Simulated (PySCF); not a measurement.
Worked example: entropy of an ideal gas

LiH, SMILES [LiH].

Geometry: PBE0-D3(BJ)/def2-TZVPD.

PBE0-D3(BJ)/def2-TZVPD run with PySCF gives the harmonic wavenumbers 1416 cm⁻¹ and the rotational temperature 10.8154 K. The molar mass is 7.95 g/mol, the symmetry number 1, the spin multiplicity 1.

Task: Work out the entropy at 298.15 K and 1 atm in the rigid-rotor, harmonic-oscillator model.

Result: 
Translation (Sackur–Tetrode at 1 atm): S = R[1.5 ln M + 2.5 ln T − 1.16487] = 134.6 J/(mol K).
Rotation: q = T/(σ θ) = 27.6, S = R[ln q + 1] = 35.9 J/(mol K).
Vibration: with u = 1.4388 ν/T, each mode gives R[u/(e^u − 1) − ln(1 − e^−u)]:
```csv
ν (cm⁻¹),modes,u,S (J/(mol K))
1416,1,6.83,0.07
```
These are all the modes. Sum 0.1 J/(mol K).
Spin: R ln 1 = 0.0 J/(mol K).
Total 170.6 J/(mol K); the program's own thermochemistry gives 170.6. Translation makes up 79 % and vibration 0 %. Anharmonicity, hindered rotation and orbital degeneracy are left out.
